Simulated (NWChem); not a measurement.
# acetylene (C₂H₂); SMILES C#C

```xyz
4

C      0.0000     0.0000    -0.5985
C      0.0000     0.0000     0.5985
H      0.0000     0.0000    -1.6633
H      0.0000     0.0000     1.6633
```
Atoms are numbered in this order, from 1.

Coordinates come from a PBE0-D3(BJ)/def2-TZVP optimisation.

Give the principal values of the shielding tensors (ppm) of C1 from PBE/def2-SVP, GIAO (NWChem), with their diamagnetic and paramagnetic parts as GIAO splits them.


| atom | σ11 | σ22 | σ33 | isotropic | diamagnetic | paramagnetic |
|---|---|---|---|---|---|---|
| C1 | 49.1 | 49.1 | 278.9 | 125.7 | 255.4 | -129.7 |
